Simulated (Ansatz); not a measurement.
**CH3F+ (doublet): energies up the ladder, part 1 of 2**

The task, for CH3F+ (doublet): energies up the ladder. Charge +1. Spin multiplicity 2.

Program: Ansatz 0.2.0. Level of theory: the levels named in each step. These are calculated values, not measurements.

## (1) The starting structure

Bond lengths: C1–F2 1.364 Å, C1–H3 1.091 Å, C1–H4 1.091 Å, C1–H5 1.091 Å. Angles: F2–C1–H3 108.1°, F2–C1–H4 108.1°, F2–C1–H5 108.1°, H3–C1–H4 110.9°, H3–C1–H5 110.8°, H4–C1–H5 110.8°.

Coordinates:

```xyz
5

C    -0.7195    0.1082    0.0746
F     0.6223   -0.0936   -0.0646
H    -0.9784   -0.0505    1.1221
H    -0.9408    1.1320   -0.2291
H    -1.2371   -0.6071   -0.5657
```

## (2) A rough first relaxation, PBE-D4/def2-SVP

input.yaml

```yaml
crystal:
  periodic: [false, false, false]
  atoms:
    - { symbol: C, position_ang: [-0.71953, 0.10821, 0.07465] }
    - { symbol: F, position_ang: [0.62233, -0.09358, -0.06456] }
    - { symbol: H, position_ang: [-0.97841, -0.05047, 1.12209] }
    - { symbol: H, position_ang: [-0.94078, 1.13197, -0.22912] }
    - { symbol: H, position_ang: [-1.23708, -0.60707, -0.5657] }
magnetization:
  spin_polarized: true
  initial_magnetization: 1
total_charge: 1
basis:
  gaussian: { orbitals: def2-SVP }
hamiltonian:
  xc: pbe
  dispersion: d4
relax:
  f_tol: 0.03
  max_steps: 200
```

Launch:

```console
$ ansatz run input.yaml --threads 2 --pin off --max-ram 5120MiB --backend cpu --events-out ev --progress --plain --runs-dir out
```

What it wrote (excerpt; [...] marks lines left out):

```text
Warning: RAYON_NUM_THREADS=2 ignored (pool sized by the plan → 2); use --threads N
[...]
Functional definition: PBE
[...]
480 factors; their error is unknown
[...]
mean field -3782.79278697 eV, -139.0150708519 hartree, gradient 1.2e-6 eV, S^2 0.751560; 6 other end points of the search recorded, 0 dependent functions left out
[...]
reference -3782.79280405 eV, -139.0150714800 hartree; 9, 8 occupied and 34, 35 virtual orbitals, 480 factors
relax step   1: F+E_penalty+E_count = -3782.81164579 eV  Δ(F+E_penalty+E_count) = +0.000e0 eV  max|allowed force component| = 3.377e0 eV/Å  Δτ_max = 0.0000 Å  (226 SCF iters, accepted)
[...]
relax step   6: F+E_penalty+E_count = -3783.32107326 eV  Δ(F+E_penalty+E_count) = -3.305e-4 eV  max|allowed force component| = 2.716e-2 eV/Å  Δτ_max = 0.0059 Å  (23 SCF iters, accepted)
[...]
relax step  11: F+E_penalty+E_count = -3783.32146649 eV  Δ(F+E_penalty+E_count) = -2.365e-4 eV  max|allowed force component| = 8.789e-2 eV/Å  Δτ_max = 0.0050 Å  (24 SCF iters, accepted)
[...]
relax step  16: F+E_penalty+E_count = -3783.38053891 eV  Δ(F+E_penalty+E_count) = -2.322e-2 eV  max|allowed force component| = 5.528e-1 eV/Å  Δτ_max = 0.0362 Å  (30 SCF iters, accepted)
[...]
relax step  21: F+E_penalty+E_count = -3783.40833463 eV  Δ(F+E_penalty+E_count) = -1.014e-2 eV  max|allowed force component| = 1.074e-1 eV/Å  Δτ_max = 0.0204 Å  (30 SCF iters, accepted)
[...]
relax step  22: F+E_penalty+E_count = -3783.40918993 eV  Δ(F+E_penalty+E_count) = -8.553e-4 eV  max|allowed force component| = 3.126e-2 eV/Å  Δτ_max = 0.0119 Å  (31 SCF iters, accepted)
[...]
relax step  23: F+E_penalty+E_count = -3783.40924049 eV  Δ(F+E_penalty+E_count) = -5.056e-5 eV  max|allowed force component| = 6.900e-3 eV/Å  Δτ_max = 0.0014 Å  (20 SCF iters, accepted)
480 factors; their error is unknown
mean field -3783.39011279 eV, -139.0370221713 hartree, gradient 8.3e-5 eV, S^2 0.751700; 2 other end points of the search recorded, 0 dependent functions left out
[...]
reference -3783.39013124 eV, -139.0370228491 hartree; 9, 8 occupied and 34, 35 virtual orbitals, 480 factors
Total energy: -3783.40925894 eV, -139.0377257790 hartree
Atom 0 at    -0.616105     0.219429     0.020179 Å, force    -0.006900     0.001641     0.002079 eV/Å
Atom 1 at     0.641384    -0.077944    -0.060091 Å, force     0.006459    -0.002969    -0.001793 eV/Å
Atom 2 at    -1.082068    -0.209854     1.020315 Å, force    -0.001375    -0.002172     0.001682 eV/Å
Atom 3 at    -0.913768     1.241984    -0.289021 Å, force    -0.000351     0.003789    -0.002382 eV/Å
Atom 4 at    -1.282912    -0.684555    -0.354022 Å, force     0.002168    -0.000289     0.000414 eV/Å
Dipole moment:    -0.770583    -0.042681     0.127088 e Å
```

It took 33 s on 2 threads of Intel Xeon Platinum 8175M at 2.50GHz (Skylake/Cascade Lake), shared host; peak memory 0.13 GiB.

Step by step:

| step | energy from step 1 (eV) | largest force component (eV/Å) |
| --- | --- | --- |
| 1 | 0.0000 | 3.3769 |
| 2 | -0.3595 | 2.2476 |
| 3 | -0.4877 | 0.4115 |
| 4 | -0.5053 | 0.1675 |
| 5 | -0.5091 | 0.0468 |
| 6 | -0.5094 | 0.0272 |
| 7 | -0.5095 | 0.0119 |
| 8 | -0.5095 | 0.0074 |
| 9 | -0.5095 | 0.0254 |
| 10 | -0.5096 | 0.0470 |
| 11 | -0.5098 | 0.0879 |
| 12 | -0.5107 | 0.1636 |
| 13 | -0.5137 | 0.2985 |
| 14 | -0.5236 | 0.5020 |
| 15 | -0.5457 | 0.6617 |
| 16 | -0.5689 | 0.5528 |
| 17 | -0.4846 | 1.3423 |
| 18 | -0.5865 | 0.5300 |
| 19 | -0.5704 | 0.3292 |
| 20 | -0.5825 | 1.0951 |
| 21 | -0.5967 | 0.1074 |
| 22 | -0.5975 | 0.0313 |
| 23 | -0.5976 | 0.0069 |

Step 1 is the start. Steps 17, 19, 20 were tried and not accepted.

Before: Bond lengths: C1–F2 1.364 Å, C1–H3 1.091 Å, C1–H4 1.091 Å, C1–H5 1.091 Å. Angles: F2–C1–H3 108.1°, F2–C1–H4 108.1°, F2–C1–H5 108.1°, H3–C1–H4 110.9°, H3–C1–H5 110.8°, H4–C1–H5 110.8°.

After: Bond lengths: C1–F2 1.295 Å, C1–H3 1.184 Å, C1–H4 1.109 Å, C1–H5 1.184 Å. Angles: F2–C1–H3 110.6°, F2–C1–H4 117.1°, F2–C1–H5 110.6°, H3–C1–H4 117.7°, H3–C1–H5 76.6°, H4–C1–H5 117.7°.

## (3) Relaxation, PBE0-D4/def2-TZVPP

input.yaml

```yaml
crystal:
  periodic: [false, false, false]
  atoms:
    - { symbol: C, position_ang: [-0.61610517, 0.21942872, 0.02017919] }
    - { symbol: F, position_ang: [0.64138406, -0.07794397, -0.06009128] }
    - { symbol: H, position_ang: [-1.08206843, -0.20985419, 1.02031538] }
    - { symbol: H, position_ang: [-0.91376829, 1.24198423, -0.28902106] }
    - { symbol: H, position_ang: [-1.28291218, -0.68455479, -0.35402223] }
magnetization:
  spin_polarized: true
  initial_magnetization: 1
total_charge: 1
basis:
  gaussian: { orbitals: def2-TZVPP }
hamiltonian:
  xc: pbe0
  dispersion: d4
relax:
  f_tol: 0.002
  max_steps: 150
```

Launch:

```console
$ ansatz run input.yaml --threads 2 --pin off --max-ram 5120MiB --backend cpu --events-out ev --progress --plain --runs-dir out
```

What it wrote (excerpt; [...] marks lines left out):

```text
Warning: RAYON_NUM_THREADS=2 ignored (pool sized by the plan → 2); use --threads N
[...]
Functional definition: PBE0
[...]
513 factors; their error is unknown
[...]
mean field -3787.88545100 eV, -139.2022228031 hartree, gradient 2.7e-5 eV, S^2 0.753948; 0 other end points of the search recorded, 0 dependent functions left out
[...]
reference -3787.88547070 eV, -139.2022235271 hartree; 9, 8 occupied and 95, 96 virtual orbitals, 513 factors
relax step   1: F+E_penalty+E_count = -3787.90087575 eV  Δ(F+E_penalty+E_count) = +0.000e0 eV  max|allowed force component| = 9.598e-1 eV/Å  Δτ_max = 0.0000 Å  (29 SCF iters, accepted)
[...]
relax step   6: F+E_penalty+E_count = -3787.92423431 eV  Δ(F+E_penalty+E_count) = -1.449e-5 eV  max|allowed force component| = 2.960e-3 eV/Å  Δτ_max = 0.0005 Å  (33 SCF iters, accepted)
[...]
relax step   7: F+E_penalty+E_count = -3787.92423451 eV  Δ(F+E_penalty+E_count) = -2.055e-7 eV  max|allowed force component| = 5.137e-4 eV/Å  Δτ_max = 0.0002 Å  (33 SCF iters, accepted)
513 factors; their error is unknown
[...]
mean field -3787.90881314 eV, -139.2030813462 hartree, gradient 8.2e-6 eV, S^2 0.753671; 1 other end points of the search recorded, 0 dependent functions left out
[...]
reference -3787.90883278 eV, -139.2030820679 hartree; 9, 8 occupied and 95, 96 virtual orbitals, 513 factors
Total energy: -3787.92425415 eV, -139.2036487928 hartree
Atom 0 at    -0.609777     0.226822     0.016968 Å, force    -0.000497     0.000514    -0.000139 eV/Å
Atom 1 at     0.627862    -0.072586    -0.060187 Å, force     0.000458    -0.000169     0.000001 eV/Å
Atom 2 at    -1.086247    -0.219794     0.990936 Å, force    -0.000036    -0.000192    -0.000025 eV/Å
Atom 3 at    -0.907150     1.228658    -0.285532 Å, force     0.000085    -0.000028     0.000006 eV/Å
Atom 4 at    -1.278158    -0.674040    -0.324825 Å, force    -0.000010    -0.000124     0.000156 eV/Å
Dipole moment:    -0.796899    -0.034349     0.128090 e Å
```

It took 20 s on 2 threads of Intel Xeon Platinum 8175M at 2.50GHz (Skylake/Cascade Lake), shared host; peak memory 0.17 GiB.

Step by step:

```
step  energy from step 1 (eV)  largest force component (eV/Å)
   1                   0.0000                          0.9598
   2                  -0.0206                          0.3475
   3                  -0.0232                          0.0678
   4                  -0.0233                          0.0367
   5                  -0.0233                          0.0253
   6                  -0.0234                          0.0030
   7                  -0.0234                          0.0005
```

Step 1 is the start.

Before: Bond lengths: C1–F2 1.295 Å, C1–H3 1.184 Å, C1–H4 1.109 Å, C1–H5 1.184 Å. Angles: F2–C1–H3 110.6°, F2–C1–H4 117.1°, F2–C1–H5 110.6°, H3–C1–H4 117.7°, H3–C1–H5 76.6°, H4–C1–H5 117.7°.

After: Bond lengths: C1–F2 1.276 Å, C1–H3 1.173 Å, C1–H4 1.088 Å, C1–H5 1.173 Å. Angles: F2–C1–H3 110.8°, F2–C1–H4 117.7°, F2–C1–H5 110.8°, H3–C1–H4 118.1°, H3–C1–H5 73.6°, H4–C1–H5 118.1°.

## (4) Frequencies, PBE0-D4/def2-TZVPP

input.yaml

```yaml
crystal:
  periodic: [false, false, false]
  atoms:
    - { symbol: C, position_ang: [-0.60977724, 0.22682163, 0.01696801] }
    - { symbol: F, position_ang: [0.62786206, -0.07258564, -0.06018651] }
    - { symbol: H, position_ang: [-1.08624667, -0.21979385, 0.99093583] }
    - { symbol: H, position_ang: [-0.90715014, 1.22865796, -0.28553242] }
    - { symbol: H, position_ang: [-1.27815802, -0.67404011, -0.32482491] }
magnetization:
  spin_polarized: true
  initial_magnetization: 1
total_charge: 1
basis:
  gaussian: { orbitals: def2-TZVPP }
hamiltonian:
  xc: pbe0
  dispersion: d4
phonons: {}
```

Launch:

```console
$ ansatz run input.yaml --threads 2 --pin off --max-ram 5120MiB --backend cpu --events-out ev --progress --plain --runs-dir out
```

What it wrote (excerpt; [...] marks lines left out):

```text
Warning: RAYON_NUM_THREADS=2 ignored (pool sized by the plan → 2); use --threads N
[...]
[... 1 set-up line as earlier in the session ...]
[...]
513 factors; their error is unknown
[...]
mean field -3787.90881315 eV, -139.2030813465 hartree, gradient 4.6e-5 eV, S^2 0.753671; 0 other end points of the search recorded, 0 dependent functions left out
[...]
reference -3787.90883279 eV, -139.2030820681 hartree; 9, 8 occupied and 95, 96 virtual orbitals, 513 factors
[...]
513 factors; their error is unknown
mean field -3787.90860886 eV, -139.2030738388 hartree, gradient 2.2e-6 eV, S^2 0.753666; 0 other end points of the search recorded, 0 dependent functions left out
[...]
reference -3787.90862849 eV, -139.2030745604 hartree; 9, 8 occupied and 95, 96 virtual orbitals, 513 factors
[...]
513 factors; their error is unknown
[...]
513 factors; their error is unknown
mean field -3787.90879734 eV, -139.2030807656 hartree, gradient 2.9e-6 eV, S^2 0.753671; 0 other end points of the search recorded, 0 dependent functions left out
[...]
reference -3787.90881698 eV, -139.2030814872 hartree; 9, 8 occupied and 95, 96 virtual orbitals, 513 factors
Total energy: -3787.92425416 eV, -139.2036487930 hartree
Atom 0 at    -0.609777     0.226822     0.016968 Å, force    -0.000488     0.000525    -0.000110 eV/Å
Atom 1 at     0.627862    -0.072586    -0.060187 Å, force     0.000454    -0.000171    -0.000007 eV/Å
Atom 2 at    -1.086247    -0.219794     0.990936 Å, force    -0.000038    -0.000192    -0.000032 eV/Å
Atom 3 at    -0.907150     1.228658    -0.285532 Å, force     0.000084    -0.000033    -0.000001 eV/Å
Atom 4 at    -1.278158    -0.674040    -0.324825 Å, force    -0.000011    -0.000129     0.000150 eV/Å
Dipole moment:    -0.796898    -0.034349     0.128091 e Å
Vibrations: 792.81 972.31 993.56 1068.57 1344.02 1475.74 2201.16 2544.99 3199.90 cm⁻¹, zero-point energy 0.904653 eV
```

It took 24 s on 2 threads of Intel Xeon Platinum 8175M at 2.50GHz (Skylake/Cascade Lake), shared host; peak memory 0.17 GiB.

Harmonic frequencies (cm⁻¹; negative: imaginary): 793, 972, 994, 1069, 1344, 1476, 2201, 2545, 3200.

## (5) Single point, PBE-D4/def2-TZVPP

Edit input.yaml of step 4 so:

```diff
@@ -15,4 +15,3 @@
 hamiltonian:
-  xc: pbe0
+  xc: pbe
   dispersion: d4
-phonons: {}
```

Launch:

```console
$ ansatz run input.yaml --threads 2 --pin off --max-ram 5120MiB --backend cpu --events-out ev --progress --plain --runs-dir out
```

What it wrote:

```text
Warning: RAYON_NUM_THREADS=2 ignored (pool sized by the plan → 2); use --threads N
Engine: ansatz 0.2.0, x86_64-unknown-linux-gnu
[... 1 set-up line as earlier in the session ...]
  parameter kappa = 0.804
  parameter beta = 0.06672455060314922
  exchange = pbe_x(kappa = kappa, mu = beta*pi^2/3)
  correlation = pbe_c(beta = beta)
513 factors; their error is unknown
mean field evaluation 1: about -3777.6057 eV, gradient 5.7e1 eV
mean field evaluation 2: about -3732.7089 eV, gradient 1.2e2 eV
mean field evaluation 4: about -3787.1290 eV, gradient 1.5e1 eV
mean field evaluation 8: about -3787.9180 eV, gradient 2.6e-1 eV
mean field evaluation 16: about -3787.9182 eV, gradient 1.8e-5 eV
mean field -3787.91818549 eV, -139.2034257737 hartree, gradient 1.8e-5 eV, S^2 0.751954; 0 other end points of the search recorded, 0 dependent functions left out
reference -3787.91821164 eV, -139.2034267347 hartree; 9, 8 occupied and 95, 96 virtual orbitals, 513 factors
Total energy: -3787.93734004 eV, -139.2041296904 hartree
```

Run time: 1.5 s. Hardware: 2 threads of Intel Xeon Platinum 8175M at 2.50GHz (Skylake/Cascade Lake), shared host; peak memory 0.15 GiB.

(Continued in part 2 of 2.)
